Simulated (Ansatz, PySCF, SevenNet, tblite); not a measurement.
# Zinc-blende AlAs, cohesive energy

Reference value: 3.82 eV/atom (measured, static lattice: zero-point vibration energy added, our sources range from 3.82 to 4.00; as tabulated in Mejia-Rodriguez and Trickey (2018), arXiv:1807.09216).

| level (code) | value (eV/atom) | cell (Å³/atom) |
|---|---|---|
| IPEA1-xTB (tblite) | 7.76 | 21.73 |
| SevenNet-0 | 3.58 | 23.50 |
| LDA (Ansatz) | (withheld) | 22.30 |
| PBE (PySCF) | 3.60 ± 0.05 | 23.59 |
| revPBE (Ansatz) | 3.39 | 23.89 |
| PBE-D4 (Ansatz) | 4.02 | 22.71 |
| PBE0 (Ansatz) | (withheld) | 22.90 |
| Hartree–Fock (PySCF) | 2.34 ± 0.09 | 23.37 |
| MP2 (PySCF) | (withheld) | 22.19 |

Some entries are withheld; supply them.


- LDA (Ansatz, an electronic-structure program), value (eV/atom): 4.47
- PBE0 (Ansatz), value (eV/atom): 3.71
- MP2 (PySCF), value (eV/atom): 4.19 ± 0.1

Errors against the reference: IPEA1-xTB +3.94 eV/atom, SevenNet-0 -0.24 eV/atom, LDA +0.65 eV/atom, PBE -0.22 eV/atom, revPBE -0.43 eV/atom, PBE-D4 +0.20 eV/atom, PBE0 -0.11 eV/atom, Hartree–Fock -1.48 eV/atom, MP2 +0.37 eV/atom.

Leaving aside IPEA1-xTB (doubt noted below), SevenNet-0 (doubt noted below): Once the reference is moved by up to 0.18 eV/atom (a margin picked here for doubts on the reference and the settings) and values within 0.03 eV/atom count as equal, the nearest can be PBE0 (-0.11 eV/atom), PBE-D4 (+0.20 eV/atom) or PBE (-0.22 eV/atom). Among them Hartree–Fock (-1.48 eV/atom) misses by most.

A ± on a computed value is a rough bar: the spread of its extrapolation, a floor set from checks against published values, or a statistical error. IPEA1-xTB: the free atoms are run in the same model without spin. IPEA1-xTB: this parameter set was refitted to ionisation energies, not structures. IPEA1-xTB: the run uses a supercell at the zone centre in place of a k mesh. SevenNet-0: free atoms can lie outside what these potentials were trained on. Each level is taken at its own relaxed cell. Cutoffs and k meshes differ between the levels. Ansatz's density-functional and Hartree–Fock values are scalar-relativistic unless marked +SOC, with PAW data made under PBE.

Machine-learned potentials (SevenNet-0) are trained on DFT data: a solid inside that data is no test of them.

Differences are worked out from the printed values.
